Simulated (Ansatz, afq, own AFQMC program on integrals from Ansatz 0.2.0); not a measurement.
Integrals from Ansatz 0.2.0, then the random walk in our own AFQMC program (afq).

```yaml
crystal:
  periodic: [false, false, false]
  atoms:
    - {symbol: Al, position_ang: [0.000000, -0.242762, 2.198661]}
    - {symbol: Ga, position_ang: [0.000000, 0.222201, -0.474325]}
    - {symbol: B, position_ang: [0.000000, -0.994062, -2.351770]}
    - {symbol: H, position_ang: [0.000000, 1.790187, -0.820383]}
basis:
  gaussian: {orbitals: cc-pVDZ}
magnetization: {spin_polarized: false}
correlation: {method: ccsd_t, electrons: outside_noble_gas, hamiltonian_folder: ham}
```

```sh
$ ansatz run in.yaml --threads 1 --pin off --events-out ev --progress --plain --max-ram 1843MiB
```

Options of the walk:

```
--method phaseless --trial cisd --walkers 60 --populations 1 --least-time 40 --time-step 0.005 --steps-per-block 50 --equilibration-blocks 28 --max-blocks 300 --target-error 0.00038 --factor-cut 1e-05 --seed 7621 --release-times 0.24,0.51,0.99,1.62,2.4 --release-step 0.03 --release-every 4 --taylor-order 6
```

Times are imaginary, in 1/Eh. The walk had a cap of 797 s. Filled inner d shells are frozen with the cores.

Log:

```
orbitals 44  electrons 5 5  factors 349 of 681
reference energy -2190.20845883 Eh
CCSD correlation -0.20594479 Eh in 19 cycles, weight of the determinant in the CISD state 0.7909
energy of the start -2190.414404 Eh
 block  time / (1/Eh)  mean weight  energy / Eh
     1     0.250  0.9996  -2190.410078
     2     0.500  1.0000  -2190.409526
     3     0.750  0.9994  -2190.410173
     4     1.000  1.0002  -2190.410327
     5     1.250  1.0012  -2190.411269
     7     1.750  0.9986  -2190.414814
     9     2.250  1.0016  -2190.415483
    17     4.250  0.9993  -2190.421714
    33     8.250  0.9993  -2190.421828
    49    12.250  1.0000  -2190.416048
    65    16.250  0.9998  -2190.420434
    81    20.250  0.9993  -2190.426245
    97    24.250  1.0012  -2190.415937
   105    26.250  1.0011  -2190.430797
   113    28.250  0.9989  -2190.424854
   129    32.250  1.0000  -2190.423468
   145    36.250  1.0002  -2190.421099
   161    40.250  1.0000  -2190.420237
   177    44.250  0.9995  -2190.418300
   193    48.250  1.0005  -2190.420006
   209    52.250  0.9996  -2190.428153
   225    56.250  0.9998  -2190.423157
   241    60.250  1.0006  -2190.418156
   257    64.250  0.9999  -2190.417212
   273    68.250  1.0011  -2190.415444
   289    72.250  1.0017  -2190.419281
   305    76.250  0.9999  -2190.417473
   321    80.250  1.0009  -2190.424419
blocks merged  error / Eh  count
     1  0.000298  300
     2  0.000374  150
     4  0.000448  75
     8  0.000521  37
    16  0.000567  18
    32  0.000547  9
released: time / (1/Eh)  energy / Eh  error  mean overlap
  0.24  -2190.422497  0.000820  1.0054
  0.51  -2190.423331  0.000859  1.0031
  0.99  -2190.424287  0.000823  0.9767
  1.62  -2190.423889  0.000846  0.9853
  2.40  -2190.422770  0.000932  1.0138
energy -2190.422046 +/- 0.000567 Eh
(rows thinned)
```

The run passed its tests (sampling time, drift between the halves within three errors, error under three times the target), which doesn't prove that it has relaxed.

Against this walk (error 15.4 meV) on the same determinant: CCSD(T) 21.8 meV higher (within the noise), CCSDT(Q) 56.6 meV lower. The error is statistical and leaves out the bias of the constraint. Released to 2.40 1/Eh the energy moves by -20 ± 30 meV (both errors), within twice the noise. CCSDT(Q) is the surest value here, so the walk's 57 meV above it is most likely the bias of the constraint with this trial, which can have either sign.

Cautions: constraint bias not in the error; error above the target (15.4 against 10.3 meV); no relativity below Rb; no spin-orbit coupling; inner d shell frozen; another spin lies lower; restricted determinant unstable towards unrestricted (UHF 760 meV lower, ⟨S²⟩ 1.42); raised T1 diagnostic (T1 0.026, weight of the determinant 0.79, largest double 0.06); the bias of populations of 60 walkers isn't removed.

The walk took 5.8 min on 1 thread of Arm Neoverse V1 (shared host). The log's last line is the phaseless energy.

CCSDT and higher add their correlation energy to the determinant of the CCSD(T) run, since their own runs factorise the integrals more tightly (a shift of under 2 meV). A walk keeps the symmetry of its determinant, which the program's search chose and which needn't be the lowest solution, so a lower state of the same spin and another symmetry isn't excluded.
